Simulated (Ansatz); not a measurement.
Barrier H + ClH via ClH2, on the benchmark's geometries as Psi4's copy gives them; open shells unrestricted, no zero-point energy, no spin–orbit coupling.
Transition structure (charge 0, multiplicity 2):
```
atom   x (Å)   y (Å)    z (Å)
----  ------  ------  -------
H     0.0000  0.0000   1.4858
Cl    0.0000  0.0000   0.0000
H     0.0000  0.0000  -1.4858
```

Correlated levels freeze the cores. CBS: X⁻³ extrapolation of the correlation energy, Hartree–Fock from the larger set.

Programs: Ansatz (a quantum-chemistry and plane-wave program) with Gaussian orbitals. Values without a source in brackets are computed.

Barrier heights (kcal/mol): PBE/def2-TZVPPD 9.56; B3LYP/def2-TZVPPD 12.40; wB97M-V/def2-TZVPPD 18.08; CCSD(T)/CBS(aug-cc-pV(T+d)Z, aug-cc-pV(Q+d)Z) 17.72.

Task: With all else equal, by what factor does exp(−ΔE‡/RT) at 298.15 K differ from its value at CCSD(T)/CBS(aug-cc-pV(T+d)Z, aug-cc-pV(Q+d)Z)?

Result: 
RT = 0.5925 kcal/mol, so the factor is exp(−(ΔE‡ − 17.72)/RT): PBE/def2-TZVPPD 950000; B3LYP/def2-TZVPPD 7800; wB97M-V/def2-TZVPPD 0.54. Each 1.36 kcal/mol is a factor of ten. CCSD(T)/CBS(aug-cc-pV(T+d)Z, aug-cc-pV(Q+d)Z) is the comparison, a level with limits of its own.
